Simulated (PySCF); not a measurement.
Molecule (SMILES): O (H2O).
Geometry (B3LYP-D3(BJ)/def2-TZVP, fixed):
```
O
H 1 0.9627
H 1 0.9627 2 105.24
```
Charge 0, spin multiplicity 1.

How fast the lowest singlet excitation energy converges with the basis for several methods (PySCF): deviation from each method's own reference, in eV. References: CAM-B3LYP 7.122 eV, the value in d-aug-cc-pVTZ; PBE 6.380 eV, the value in d-aug-cc-pVTZ; PBE0 7.165 eV, the value in d-aug-cc-pVTZ. All functions are spherical. Density fitting with generated auxiliary sets. No added dispersion term, no relativity. Tamm-Dancoff approximation, the state taken by its order.

| basis | functions | CAM-B3LYP | PBE | PBE0 |
|---|---|---|---|---|
| 6-311G** | 30 | 0.328 | 0.671 | (withheld) |
| aug-pcseg-1 | 41 | 0.010 | 0.037 | (withheld) |
| def2-TZVP | 43 | 0.478 | 0.784 | (withheld) |
| d-aug-cc-pVDZ | 58 | -0.035 | -0.032 | (withheld) |
| def2-QZVPP | 117 | 0.382 | 0.642 | (withheld) |
| d-aug-cc-pVTZ | 126 | 0.000 | 0.000 | (withheld) |
| pcseg-3 | 126 | 0.108 | 0.241 | (withheld) |
| aug-cc-pVQZ | 172 | 0.006 | 0.022 | (withheld) |

**Question.** Complete the blanks.

**Answer.** 
- 6-311G**, PBE0: 0.525
- aug-pcseg-1, PBE0: 0.035
- def2-TZVP, PBE0: 0.616
- d-aug-cc-pVDZ, PBE0: -0.033
- def2-QZVPP, PBE0: 0.481
- d-aug-cc-pVTZ, PBE0: 0.000
- pcseg-3, PBE0: 0.156
- aug-cc-pVQZ, PBE0: 0.012

Mean absolute deviation over 6-311G**, def2-TZVP: CAM-B3LYP 0.403, PBE0 0.570, PBE 0.727 eV.
